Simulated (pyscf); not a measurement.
Thermochemistry of product channels of O=SiH–OH + OH• on the doublet surface, in kcal/mol, from ωB97M-D3(BJ)/def2-TZVP energies (ideal gas, 1 atm, RRHO with modes under 100 cm⁻¹ raised to 100, one conformer, R ln 2 for chiral ones without a mode under 150 cm⁻¹). Optimised with ωB97X-D3(BJ)/def2-SVP in PySCF.

```
products                           ΔE  ΔH(298 K)  ΔG(298 K)  ΔG(900 K)
-----------------------------  ------  ---------  ---------  ---------
[O=Si–OH]• + H₂O                  ___      -26.8      -27.9        ___
[O–SiH=O]• + H₂ + O [triplet]  +125.4     +119.8     +112.1        ___
HO–Si•(OH)–OH                   -87.0      -83.3      -74.0      -56.1
O=Si(OH)–OH + H•                -37.0      -38.1      -34.9      -29.5
```

### Question
Some entries are withheld; supply them.

### Answer

- [O=Si–OH]• + H₂O, ΔE: -29.1
- [O=Si–OH]• + H₂O, ΔG(900 K): -29.8
- [O–SiH=O]• + H₂ + O [triplet], ΔG(900 K): +95.4

These are energies of the channels, which say nothing of barriers. O=SiH–OH lies 9.8 kcal/mol over its isomer HO–Si:–OH [singlet] (electronic energy, ωB97M-D3(BJ)). Left out: orbital degeneracy and the spin-orbit lowering of OH, O.
